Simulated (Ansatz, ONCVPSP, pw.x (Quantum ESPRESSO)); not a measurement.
## pw.x on bcc Ru: one setting changed

Potential: optimised norm-conserving Vanderbilt (ONCV), ONCVPSP 4.0.1.1 (patched build), PBEsol; core [Ar] 3d10, reference 4s2 4p6 4d7 5s1; waves: 4s+5s: rc 1.55 bohr, ncon 4, nbas 8, qcut 5.2 1/bohr, 2 projectors; 4p: rc 1.60 bohr, ncon 4, nbas 8, qcut 6 1/bohr, 2 projectors, debl 2.9 Ha; 4d: rc 1.55 bohr, ncon 5, nbas 10, qcut 8.2 1/bohr, local; local part: the d channel; core correction: none.

The reference run (k-mesh 15³, cutoffs 165/660 Ry, Fermi–Dirac 0.01 Ry, mixing_beta 0.4, conv_thr 1e-9, no spin) gives 1.34 GPa at 13.768 Å³/atom, where all-electron LAPW gives 0.38 GPa. This run, with its own iteration cap, changes conv_thr to 1.0, a wrong or extreme entry chosen on purpose.

```
&control
  calculation='scf', prefix='x', pseudo_dir='./', outdir='./tmp', tstress=.true., disk_io='none'
/
&system
  ibrav=0, nat=1, ntyp=1, ecutwfc=165, ecutrho=660, nbnd=16,
  occupations='smearing', smearing='fd', degauss=0.01
/
&electrons
  conv_thr=1, mixing_beta=0.4, electron_maxstep=70
/
ATOMIC_SPECIES
Ru 1.0 Ru.UPF
CELL_PARAMETERS angstrom
  -1.50986096 1.50986096 1.50986096
  1.50986096 -1.50986096 1.50986096
  1.50986096 1.50986096 -1.50986096
ATOMIC_POSITIONS crystal
Ru 0.0000 0.0000 0.0000
K_POINTS automatic
15 15 15 0 0 0
```

```bash
pw.x < Ru.scf.in > Ru.scf.out
```

Question: How does the run end?

Answer: It converges in 1 iterations; the free energy moves by +734.4 meV/atom and the pressure by -258.42 GPa. The result is not a property of the crystal.

```
Message from routine setup:
     using ibrav=0 with symmetry is DISCOURAGED, use correct ibrav instead
     lattice parameter (alat)  =       4.9419  a.u.
     unit-cell volume          =      92.9111 (a.u.)^3
     number of electrons       =        16.00
     number of Kohn-Sham states=           16
     kinetic-energy cutoff     =     165.0000  Ry
     charge density cutoff     =     660.0000  Ry
     scf convergence threshold =      1.0E+00
     Exchange-correlation= PBESOL
     number of k points=   120  Fermi-Dirac smearing, width (Ry)=  0.0100
     iteration #  1     ecut=   165.00 Ry     beta= 0.40
     the Fermi energy is    24.3850 ev
!    total energy              =    -190.87035779 Ry
     estimated scf accuracy    <       0.13017254 Ry
     smearing contrib. (-TS)   =      -0.00718682 Ry
     The total energy is F=E-TS. E is the sum of the following terms:
     one-electron contribution =     -35.45991428 Ry
     hartree contribution      =      27.53296796 Ry
     xc contribution           =     -19.67461939 Ry
     ewald contribution        =    -163.26160526 Ry
     convergence has been achieved in   1 iterations
          total   stress  (Ry/bohr**3)                   (kbar)     P=    -2570.80
     Message from routine punch:
     Nothing written, as per user request (disk_io='none')
```

The run took about 58 s on one core of a shared host (Neoverse-N1, 64 threads, 124 GiB, load 52).
